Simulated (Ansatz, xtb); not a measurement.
**C3H6FN: which of two isomers lies lower**

Structure X: `C=C(F)CN`, a singlet. Structure Y: `[H]/N=C/CCF`, a singlet. Both are isolated molecules in the gas phase, relaxed with PBE-D3(BJ)/def2-SVP; the shapes shown needn't be the lowest conformers.

X (Å):

```yaml
atoms:
  - { symbol: C, position_ang: [1.5724, 1.0381, 2.1604] }
  - { symbol: C, position_ang: [1.3418, 1.0269, 0.8389] }
  - { symbol: C, position_ang: [1.3660, -0.1407, -0.1092] }
  - { symbol: F, position_ang: [0.9981, 2.1773, 0.2008] }
  - { symbol: N, position_ang: [0.1074, -0.3789, -0.8165] }
  - { symbol: H, position_ang: [1.8427, 0.1066, 2.6753] }
  - { symbol: H, position_ang: [1.5030, 1.9692, 2.7406] }
  - { symbol: H, position_ang: [2.1621, 0.0362, -0.8670] }
  - { symbol: H, position_ang: [1.6620, -1.0512, 0.4510] }
  - { symbol: H, position_ang: [-0.6438, -0.5216, -0.1274] }
  - { symbol: H, position_ang: [-0.1519, 0.4782, -1.3233] }
```

Y (Å):

```xyz
11

C     2.4728    0.6371    1.2992
C     1.3025   -0.2806    1.5276
C     0.1077    0.4226    2.1630
F     0.4562    0.9269    3.4115
N     3.0090    0.7596    0.1429
H     3.7933    1.4343    0.1923
H     2.8122    1.1914    2.2080
H     1.0090   -0.7287    0.5561
H     1.6164   -1.1058    2.2056
H    -0.2382    1.2685    1.5270
H    -0.7398   -0.2869    2.2915
```

Quicker runs give these differences E(Y) − E(X): GFN2-xTB −4.5 kcal/mol; HF/STO-3G −4.3 kcal/mol (at GFN2-xTB geometries); r2SCAN-D4/def2-SVP −1.0 kcal/mol (at GFN2-xTB geometries).

Estimate E(Y) − E(X) at the level CCSD(T)/def2-SVP + ΔMP2/def2-TZVPP.

Calculated at CCSD(T)/def2-SVP + ΔMP2/def2-TZVPP: E(Y) − E(X) = −3.2 kcal/mol, so structure Y lies lower.

Level by level:

```csv
level,geometry,E(Y) − E(X) (kcal/mol),departure from the last row (kcal/mol),"job, with rough time for the two"
GFN2-xTB,GFN2-xTB,−4.5,−1.2,"optimisation, 0.25 s"
HF/STO-3G,GFN2-xTB,−4.3,−1.1,"single point, 0.82 s"
r2SCAN-D4/def2-SVP,GFN2-xTB,−1.0,+2.2,"single point, 5.1 s"
PBE-D3(BJ)/def2-SVP,PBE-D3(BJ)/def2-SVP,−1.4,+1.8,"optimisation, 45 s"
HF/def2-SVP,PBE-D3(BJ)/def2-SVP,−5.0,−1.8,part of the CCSD(T) run
MP2/def2-SVP,PBE-D3(BJ)/def2-SVP,−4.7,−1.5,part of the CCSD(T) run
CCSD(T)/def2-SVP,PBE-D3(BJ)/def2-SVP,−5.1,−1.9,single point
CCSD(T)/def2-SVP + ΔMP2/def2-TZVPP,PBE-D3(BJ)/def2-SVP,−3.2,,"single point, 45 s"
```

As drawn, Y has 1 C=N, 1 C–C, 1 C–H in place of 1 C=C, 1 C–N, 1 N–H.

None of the levels shown reverses the order. The largest departure from CCSD(T)/def2-SVP + ΔMP2/def2-TZVPP is that of r2SCAN-D4/def2-SVP, 2.2 kcal/mol. The last row adds to CCSD(T) the change of the MP2 difference between the two basis sets, here +1.9 kcal/mol.

With harmonic frequencies from PBE-D3(BJ)/def2-SVP (ideal gas, rigid rotor, one conformer each, 298.15 K, 1 atm): on the last row, ΔE + ΔZPE = −3.2, ΔH = −3.2, ΔG = −3.5 kcal/mol.

The correlated steps freeze 5 core orbitals. Run with Ansatz 0.2.0, xtb 6.7.1; the last row on 2 threads of Intel(R) Xeon(R) Processor @ 2.70GHz on a shared host.
